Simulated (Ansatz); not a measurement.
**Scan of [H···H···Cl], doublet**

Starting geometry:

```
atom   x (Å)   y (Å)    z (Å)
   H  0.0000  0.0000  -1.1410
   H  0.0000  0.0000  -0.3960
  Cl  0.0000  0.0000   1.5370
```

From there H2 is moved from one fragment to the other while all else, the fragments' distance too, stays fixed, so the hump isn't the reaction's barrier; atoms are numbered as listed. Energies are in kJ/mol, counted from the starting geometry at the same level. Kohn–Sham curves are unrestricted where that lies lower.

Basis cc-pVTZ; Ansatz 0.2.0. Correlated methods freeze the noble-gas cores. Prefix R: restricted or restricted open-shell reference; prefix U: unrestricted. Active spaces: valence = (9e, 6o) chosen from the atoms' valence shells.

Runs in a small pair space aren't shown, since their orbitals change along the scan.

Full CI isn't at hand for all of this; UCCSDT(Q) serves as the reference, and is uncertain by about the last step of the cluster series. The frozen core follows each run's orbitals, which can shift R against U totals by a few meV.

| distance H1-H2 (Å) | UCCSDT(Q) | curve A | curve B | curve C | curve D |
| --- | --- | --- | --- | --- | --- |
| 0.693 | 4.4 | 6.1 | 3.3 | 4.3 | 3.8 |
| 0.745 | 0.0 | 0.0 | 0.0 | 0.0 | 0.0 |
| 0.828 | 8.7 | 6.0 | 10.9 | 8.8 | 10.5 |
| 0.912 | 25.9 | 21.2 | 30.9 | 26.2 | 30.2 |
| 0.995 | 41.0 | 35.6 | 47.5 | 41.5 | 47.5 |
| 1.078 | 47.2 | 42.4 | 50.1 | 47.6 | 54.1 |
| 1.161 | 42.3 | 39.0 | 37.0 | 42.8 | 47.5 |
| 1.245 | 30.0 | 28.4 | 17.0 | 30.3 | 32.3 |
| 1.328 | 18.0 | 17.9 | 0.3 | 18.0 | 17.5 |

(1) The curves come from CASSCF (valence space), RCCSD(T), UMP2, wB97X-V. Compare each with UCCSDT(Q) and say which is which.

## Answers

(1) A: wB97X-V, B: UMP2, C: RCCSD(T), D: CASSCF (valence space). Spread of the error against UCCSDT(Q), over the points where both stand: A 7.2, B 24.2, C 0.5, D 7.5 kJ/mol.
